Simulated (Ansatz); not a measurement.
MgSiP2 (I-42d, No. 122, 8 atoms in the cell) was calculated with rVV10 in Ansatz (PAW).

Settings: plane-wave cutoff 520 eV, 8×8×8 k mesh, Fermi–Dirac smearing 0.01 eV, scalar-relativistic PAW data made under PBE.

Cell (relaxed at this level):

```cif
data_Mg2P4Si2
_chemical_formula_sum 'Mg2 Si2 P4'
_space_group_name_H-M_alt 'P 1'
_space_group_IT_number 1
_cell_length_a 6.57530
_cell_length_b 6.57530
_cell_length_c 6.57530
_cell_angle_alpha 128.245
_cell_angle_beta 128.245
_cell_angle_gamma 76.229
loop_
_space_group_symop_operation_xyz
  'x, y, z'
loop_
_atom_site_label
_atom_site_type_symbol
_atom_site_fract_x
_atom_site_fract_y
_atom_site_fract_z
_atom_site_occupancy
Mg1 Mg 0.00000 0.00000 0.00000 1
Mg2 Mg 0.75000 0.25000 0.50000 1
Si1 Si 0.50000 0.50000 0.00000 1
Si2 Si 0.25000 0.75000 0.50000 1
P1 P 0.87500 0.83485 0.45985 1
P2 P 0.16515 0.62500 0.04015 1
P3 P 0.37500 0.41515 0.54015 1
P4 P 0.58485 0.12500 0.95985 1
```

Question: Give the computed bulk modulus B0, band gap and pressure derivative B′ of the bulk modulus.

Answer: 
- bulk modulus B0: 71.4 GPa
- band gap: 1.44 eV (direct)
- pressure derivative B′ of the bulk modulus: 4.0

Note: the relaxation could not lower the start's symmetry, so the cell can be a saddle point above a distorted one; the bulk modulus comes from volumes at which shape and atoms were relaxed.

Computed values are for the static lattice.

Ansatz is an electronic-structure program.
